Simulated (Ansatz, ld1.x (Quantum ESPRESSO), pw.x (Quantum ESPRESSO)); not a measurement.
# What a changed setting does to a pw.x run (bcc Rb)

Potential: PAW, ld1.x (Quantum ESPRESSO) 7.5, LDA (PW92); core [Ar] 3d10, reference 4s2 4p6 5s1 5p0; waves: 4s (bound): rcut 1.90, rcutus 2.40 bohr; 5s (bound): rcut 1.90, rcutus 2.40 bohr; 4p (bound): rcut 2.45, rcutus 2.95 bohr; 5p (bound, empty): rcut 2.45, rcutus 2.95 bohr; 4d channel at 0.3 Ry: rcut 2.60, rcutus 2.80 bohr; local part: all-electron potential smoothed inside 2.90 bohr (lloc = -2); core correction: a·sin(br)/r model core inside 1.45 bohr; augmentation: PSQ, inside the norm-conserving radii.

The reference run (k-mesh 9³, cutoffs 40/320 Ry, Fermi–Dirac 0.01 Ry, mixing_beta 0.4, conv_thr 1e-9, no spin) gives -0.00 GPa at 77.907 Å³/atom, where all-electron LAPW gives -0.01 GPa. This run, with its own iteration cap, changes occupations to fixed, a wrong or extreme entry chosen on purpose.

```
&control
  calculation='scf', prefix='x', pseudo_dir='./', outdir='./tmp', tstress=.true., disk_io='none'
/
&system
  ibrav=0, nat=1, ntyp=1, ecutwfc=40, ecutrho=320, nbnd=12,
  occupations='fixed'
/
&electrons
  conv_thr=1e-09, mixing_beta=0.4, electron_maxstep=70
/
ATOMIC_SPECIES
Rb 1.0 Rb.UPF
CELL_PARAMETERS angstrom
  -2.69053614 2.69053614 2.69053614
  2.69053614 -2.69053614 2.69053614
  2.69053614 2.69053614 -2.69053614
ATOMIC_POSITIONS crystal
Rb 0.0000 0.0000 0.0000
K_POINTS automatic
9 9 9 0 0 0
```

```bash
pw.x < Rb.scf.in > Rb.scf.out
```

Question: How does the run end?

Answer: It stops with "electrons: charge is wrong: smearing is needed".

```
Message from routine setup:
     the system is metallic, specify occupations
     Message from routine setup:
     using ibrav=0 with symmetry is DISCOURAGED, use correct ibrav instead
     lattice parameter (alat)  =       8.8064  a.u.
     unit-cell volume          =     525.7425 (a.u.)^3
     number of electrons       =         9.00
     number of Kohn-Sham states=           12
     kinetic-energy cutoff     =      40.0000  Ry
     charge density cutoff     =     320.0000  Ry
     scf convergence threshold =      1.0E-09
     Exchange-correlation= SLA  PW   NOGX NOGC
     number of k points=    35
     iteration #  1     ecut=    40.00 Ry     beta= 0.40
     Error in routine electrons (1):
     charge is wrong: smearing is needed
```

The run took about 6.2 s on one core of a shared host (Neoverse-V1, 32 threads, 247 GiB, load 15).
